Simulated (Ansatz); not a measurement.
Bulk modulus B0 (GPa) of solids drawn from the class of elemental solids other than molecular ones, at two levels: PBE (Ansatz, a first-principles code, plane waves, PAW), and PBEsol (PAW; Ansatz).

| solid | PBE | PBEsol | shift (%) |
|---|---|---|---|
| hcp Re | 364 | 391 | +7.4 |
| hcp Tc | 300 | 327 | +9.0 |
| bcc Mo | 259 | 280 | +8.1 |
| bcc Ta | 194 | 208 | +7.2 |
| grey tin (α-Sn) | 35.1 | 41.0 | +16.8 |
| fcc Ca | 17.4 | 18.0 | +3.4 |
| fcc Ag | 91.5 | 119 | +30 |
| hcp Zr | 93.3 | 98.3 | +5.4 |
| hcp Y | 40.8 | 42.3 | +3.7 |
| bcc K | 3.58 | 3.72 | +3.9 |

The shifts run from +3.4 % to +30 %, with a median of +7.3 %.

Over all 10 rows PBEsol is the larger in 10.

Ansatz's runs of these crystals have no spin polarisation.

Spin–orbit coupling is left out, also for the solids with elements from indium on (hcp Re, bcc Ta, grey tin (α-Sn)); its size isn't shown.

Each level is taken at its own relaxed cell. Ansatz's density-functional and Hartree–Fock values are scalar-relativistic unless marked +SOC, with PAW data made under PBE.
